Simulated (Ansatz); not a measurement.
Relaxed structures of CH3SSi, doublet (PBE0-D4/def2-TZVP; forces vanish, vibrations not checked; lower isomers may exist, and structures with a doubtful reference or unclear bonds are left out; Å). Ansatz 0.2.0; basis: def2-TZVPP; cores frozen in the correlated methods; orbitals are unrestricted.

Problem. Rank them by CCSD(T) energy, lowest first, and give each one's height above the lowest. Links in brackets join atoms within 1.22 times the sum of their covalent radii (1.1 for two metals). (Judge from chemistry; the value comes from the calculation.)
A.
CH₃SSi ([CH]1[SiH2][S]1)
```
6
angstrom
C 0.0934 0.3563 0.8938
Si -0.2045 -0.0992 -0.7898
S 0.3157 -1.3739 0.8424
H -1.5726 -0.2226 -1.3406
H 0.8099 0.0983 -1.8491
H 0.1878 1.0082 1.7449
```
B.
CH₃SSi ([CH2]1[SiH][S]1)
```
6
angstrom
C -0.2291 -0.1359 -0.6650
Si -0.2705 0.4740 1.0851
S 0.2253 -1.4772 0.5453
H -1.1682 -0.3279 -1.1738
H 0.5831 0.1246 -1.3375
H 0.8594 1.3424 1.5459
```
C.
CH₃SSi ([CH2]1[Si][SH]1)
```
6
angstrom
C -0.1778 -0.2207 -0.5929
Si 0.2787 -1.6654 0.5874
S -0.4194 0.5248 1.0629
H -1.1338 -0.1976 -1.1138
H 0.5847 0.3200 -1.1520
H 0.7639 1.1591 1.1661
```
D.
CH₃SSi ([CH3][S][Si])
```
6
angstrom
C -0.3165 -0.2998 -1.1556
Si 0.4761 0.3828 1.8321
S -0.2158 -1.0598 0.5007
H -1.3487 -0.3594 -1.5003
H 0.0039 0.7403 -1.1148
H 0.3260 -0.8624 -1.8328
```

Solution. The calculation gives: D (0.000 eV), B (0.261 eV), A (0.634 eV), C (0.954 eV). Heights count from the lowest.

No T1 diagnostic of these runs exceeds 0.022. ⟨S²⟩ of the unrestricted Hartree–Fock references: 0.76 to 0.78 (a pure state has 0.75).

For scale, one of the runs: CCSD(T)/def2-TZVPP, 157 basis functions, launched by `ansatz run in.yaml --threads 2 --pin off --events-out ev --progress --plain --max-ram 4352MiB`. Hardware: 2 CPU threads of an Arm Neoverse V2, shared host. Wall time 58 s; peak host memory 2.4 GiB.
